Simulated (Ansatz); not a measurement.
A run of Ansatz (development build ahead of 0.2.0) on singlet C₂H₂O₂ at this shape:

```xyz
6

C     0.0000    0.0224   -0.6989
C     0.0000   -0.0224    0.6989
O     0.0000    0.9791   -1.2487
O     0.0000   -0.9791    1.2487
H     0.0000   -0.9017   -1.1522
H     0.0000    0.9017    1.1522
```

Its results:

```yaml
Converged: yes
Reference_energy: -226.56124 hartree
Correlation_energy: -0.58480 hartree
Total_energy: -227.14604 hartree
Spin_squared_of_the_determinant: 0.000
```

Question: Which input gives this output? Name the method, the orbitals and the basis set, and write the input.

Answer: RHF-MP2 in cc-pVDZ. An unrestricted run that stays on the closed shell gives the same numbers.

```yaml
crystal:
  periodic: [false, false, false]
  atoms:
    - { symbol: C, position_ang: [0.0, 0.02244, -0.69887] }
    - { symbol: C, position_ang: [0.0, -0.02244, 0.69887] }
    - { symbol: O, position_ang: [0.0, 0.97911, -1.24871] }
    - { symbol: O, position_ang: [0.0, -0.97911, 1.24871] }
    - { symbol: H, position_ang: [0.0, -0.90172, -1.15218] }
    - { symbol: H, position_ang: [0.0, 0.90172, 1.15218] }
basis:
  gaussian: { orbitals: cc-pVDZ }
hamiltonian:
  xc: hf
correlation:
  method: mp2
  frozen_orbitals: { C: 1, H: 0, O: 1 }
```

Caution: no unrestricted run beside it, a lower state can exist.
